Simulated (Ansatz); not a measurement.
Basis-set extrapolation for `O=S(=O)(F)Cl` (PBE0-D4/def2-TZVP geometry, frozen core, Ansatz 0.2.0). Multiplicity 1, RHF reference.

|  | def2-TZVPP | def2-QZVPP |
| --- | --- | --- |
| HF | -1106.289138 | -1106.328372 |
| MP2 correlation | -1.099133 | -1.200249 |
| CCSD(T) correlation | -1.152516 | not run |

Energies in hartree. Use E(X) = E(∞) + A·exp(−7.88·√X) for Hartree–Fock and E(X) = E(∞) + B·X^(−2.97) for correlation, with X = 3 and 4, and add CCSD(T) minus MP2 of the smaller set to the MP2 limit.

What is the CCSD(T) energy at the basis-set limit?

HF limit: -1106.328372 + (-0.039234) × 0.13774 = -1106.33378. MP2 limit: -1.200249 + (-0.101116) × 0.74074 = -1.27515. Higher-order term: -1.152516 − (-1.099133) = -0.05338. Total: -1107.66231 hartree, 6.00 eV below CCSD(T)/def2-TZVPP.
